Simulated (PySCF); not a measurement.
Homolysis of single bonds, series Ga Cl-SiH3. Gas-phase values, no solvent. Strings in code marks are SMILES.

Calculation: B3LYP-D3(BJ)/def2-TZVP run with PySCF. B3LYP has the VWN-RPA correlation part, as in Gaussian. 

```json
[
 {"species": "radical fragment (`[Cl]`)", "dipole moment (D)": "___", "highest occupied spin orbital (eV)": "___"},
 {"species": "radical fragment (`[Cl][Ga][Cl]`)", "dipole moment (D)": "1.83", "highest occupied spin orbital (eV)": "-6.92"},
 {"species": "whole molecule (`[SiH3][Ga]([Cl])[Cl]`)", "dipole moment (D)": "2.85", "highest occupied spin orbital (eV)": "–"},
 {"species": "radical fragment (`[SiH3]`)", "dipole moment (D)": "0.08", "highest occupied spin orbital (eV)": "-6.11"},
 {"species": "radical fragment (`[SiH3][Ga][Cl]`)", "dipole moment (D)": "2.45", "highest occupied spin orbital (eV)": "-5.73"},
 {"species": "whole molecule (`[SiH3][Ga]([Cl])[SiH3]`)", "dipole moment (D)": "2.24", "highest occupied spin orbital (eV)": "–"}
]
```

Problem. Fill in the missing entries.

Solution. 
- radical fragment (`[Cl]`), dipole moment (D): 0.00
- radical fragment (`[Cl]`), highest occupied spin orbital (eV): -9.27
